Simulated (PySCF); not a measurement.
Relaxation of singlet MgCl2

Computed with PBE0 in PySCF with Mg def2-TZVP, Cl def2-TZVP; no relativity; density-fitted integrals. A (50,194) grid was used.

A hand-made linear start, of D∞h symmetry, held to at least that symmetry:

```xyz
3
charge 0 multiplicity 1, angstrom
Mg    0.0000    0.0000    0.0000
Cl    0.0000    0.0000    2.3800
Cl    0.0000    0.0000   -2.3800
```

Task: What forces act on the atoms at the start (eV/Å)?

Result: 
```
atom    Fx    Fy     Fz
 Mg1  0.00  0.00   0.00
 Cl2  0.00  0.00  -1.89
 Cl3  0.00  0.00   1.89
```

Task: What does it relax to?

Result: It ends at D∞h with Mg–Cl 2.170 Å (×2); Cl–Mg–Cl 180.0°. A frequency run shows a minimum. Other isomers or separated fragments may lie lower.

Task: How much energy is released, and in how many steps?

Result: 44.0 kJ/mol in 5 steps.

The relaxation took 5.5 s on 2 threads of a shared Intel Xeon 6975P-C (Granite Rapids) host, with 106 basis functions and 6 gradients; the process peaked at 0.58 GiB. Launch command: `OMP_NUM_THREADS=2 python axn.py task.json out`.
